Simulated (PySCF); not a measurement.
Process, species as SMILES: O=S(F)F + 3 [H][H] (H2) → 2 F (HF) + O (H2O) + S (H2S)
B3LYP-D3(BJ)/def2-TZVP geometries, fixed; electronic energies without zero-point terms.

Basis-set convergence of the energy of full hydrogenation at M06-2X with PySCF. All functions are spherical. Density fitting with generated auxiliary sets. In sets without p functions on hydrogen, species with hydrogen take exact integrals. No added dispersion term, no relativity. Functions are those of the species that has most. Reference: the value in pcseg-3, -61.27 kcal/mol, itself unsure by roughly 1.05 kcal/mol (its mean distance from def2-QZVPP, cc-pV(Q+d)Z). Deviations are taken from unrounded values.

```csv
basis,functions,energy of full hydrogenation (kcal/mol)
6-31G*,60,-47.77
6-31+G*,76,-65.08
def2-SVP,60,-76.31
def2-SVPD,96,-92.26
pcseg-1,60,-79.26
aug-pcseg-1,96,-85.27
cc-pV(D+d)Z,65,-65.30
aug-cc-pV(D+d)Z,101,-77.98
6-311G**,80,-83.83
6-311+G**,96,-94.59
pcseg-2,124,-65.78
aug-pcseg-2,188,-63.93
cc-pV(T+d)Z,129,-58.49
aug-cc-pV(T+d)Z,193,-63.06
def2-TZVP,130,-57.45
def2-TZVPD,166,-60.72
def2-TZVPP,135,-61.91
def2-TZVPPD,171,-63.44
```

What the diffuse functions change, pair by pair:
- 6-31G* to 6-31+G*: 16 more functions, deviation 13.50 to -3.81 kcal/mol
- def2-SVP to def2-SVPD: 36 more functions, deviation -15.04 to -30.99 kcal/mol
- pcseg-1 to aug-pcseg-1: 36 more functions, deviation -18.00 to -24.01 kcal/mol
- cc-pV(D+d)Z to aug-cc-pV(D+d)Z: 36 more functions, deviation -4.04 to -16.71 kcal/mol
- 6-311G** to 6-311+G**: 16 more functions, deviation -22.56 to -33.32 kcal/mol
- pcseg-2 to aug-pcseg-2: 64 more functions, deviation -4.51 to -2.66 kcal/mol
- cc-pV(T+d)Z to aug-cc-pV(T+d)Z: 64 more functions, deviation 2.78 to -1.80 kcal/mol
- def2-TZVP to def2-TZVPD: 36 more functions, deviation 3.82 to 0.55 kcal/mol
- def2-TZVPP to def2-TZVPPD: 36 more functions, deviation -0.64 to -2.17 kcal/mol

They bring the value nearer the reference by more than 1.05 kcal/mol in 3 of 9 pairs.
